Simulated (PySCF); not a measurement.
## Ionisation energy of Li by level of theory

Li [He] 2s1 (2S) → Li⁺ 1s2 (1S), as a difference of total energies. Computed with PySCF 2.14 in Sapporo-DZP-2012, with scalar relativity by spin-free X2C-1e. The calculations carry no spin-orbit coupling.

```csv
method,ionisation energy (eV)
UHF,5.342
B3LYP,5.625
MN15,5.096
```

For comparison: 5.392 eV (measured; NIST Atomic Spectra Database, ionization energies).
